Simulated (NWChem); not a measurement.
Species: C$_{4}$H$_{4}$S cation, doublet; SMILES of the neutral closed-shell parent c1sccc1

```xyz
9

C      0.8085    -1.2360     0.0000
C     -0.5606    -1.3794     0.0000
C     -1.2208    -0.1189     0.0000
S     -0.1400     1.2155     0.0000
C      1.1933     0.1343     0.0000
H      1.5339    -2.0523     0.0000
H     -1.1012    -2.3283     0.0000
H     -2.3030     0.0474     0.0000
H      2.2176     0.5209     0.0000
```
Atoms are numbered in this order, from 1.

Program: NWChem. Spin-unrestricted. In the optimisation the excess spin sits in a" (Cs, its own frame). The geometry was optimised at PBE0/def2-SVP, spin-unrestricted. This spin state was assumed; another may lie lower. No stability test was run on the SCF state. Level: PBE0/def2-SVP with SMD (1 M gas to 1 M solution), gas-phase geometry. Reactions with the solvent are ignored.

```csv
solvent,dielectric constant,solvation free energy (kcal/mol),cavity-dispersion-structure term (kcal/mol)
water,78.4,-56.6,2.9
n-hexane,1.88,-30.3,-2.2
benzene,2.27,[?],-2.2
anisole,4.22,-47.2,-1.3
1-octanol,9.86,-54.2,-0.1
ethylene glycol,40.2,-56.6,2.2
```

Problem. Complete the blanks.

Solution. 
- benzene, solvation free energy (kcal/mol): -35.8
